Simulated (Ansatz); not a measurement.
Geometry optimisation, RKS B3LYP/6-31G* (Ansatz).

input.yaml

```yaml
crystal:
  periodic: [false, false, false]
  atoms:
    - { symbol: Al, position_ang: [0.117078, -0.538721, -0.392513] }
    - { symbol: F, position_ang: [-0.047766, 0.199243, 2.385036] }
    - { symbol: H, position_ang: [1.459909, 0.235637, -0.724635] }
    - { symbol: H, position_ang: [-1.331695, -0.007877, -0.77112] }
    - { symbol: P, position_ang: [0.178166, -2.544796, 0.7284] }
    - { symbol: H, position_ang: [-0.664933, -3.352276, -0.074933] }
    - { symbol: H, position_ang: [1.411032, -3.07948, 0.274515] }
    - { symbol: H, position_ang: [-0.164292, -0.711329, 2.566849] }
basis:
  gaussian: { orbitals: "6-31G*" }
hamiltonian:
  xc: b3lyp
relax:
  f_tol: 0.03
  max_steps: 50
output:
  orbitals: {}
```

Command:

```bash
$ ansatz run input.yaml --threads 1 --pin off --max-ram 2048MiB --backend cpu --events-out ev --progress --plain --runs-dir out
```

Task: Where does it end, and by what steps?

Result: The run converged. After 9 steps the energy has fallen by 0.370 eV; F2 moved furthest, 0.53 Å. Joined: Al1–F2 (2.88 → 2.04 Å).

| step | energy less start (eV) | largest force component (eV/Å) | accepted |
| --- | --- | --- | --- |
| 0 | 0.0000 | 0.594 | yes |
| 1 | -0.1125 | 0.634 | yes |
| 2 | -0.2687 | 0.880 | yes |
| 3 | -0.3290 | 0.659 | yes |
| 4 | -0.3556 | 0.225 | yes |
| 5 | -0.3612 | 0.383 | yes |
| 6 | -0.3620 | 0.220 | yes |
| 7 | -0.3682 | 0.056 | yes |
| 8 | -0.3695 | 0.070 | yes |
| 9 | -0.3701 | 0.029 | yes |

```xyz
8
Properties=species:S:1:pos:R:3
Al 0.081 -0.374 -0.106
F -0.108 0.084 1.875
H 1.450 0.334 -0.479
H -1.333 0.061 -0.680
P 0.227 -2.576 0.816
H -0.725 -3.349 0.111
H 1.411 -3.135 0.282
H -0.044 -0.845 2.174
```

Whether the end is a true minimum wasn't checked by a vibrational analysis.

Run time: 27 s on 1 thread of Arm Neoverse V2 (shared host), peak memory 0.13 GiB.
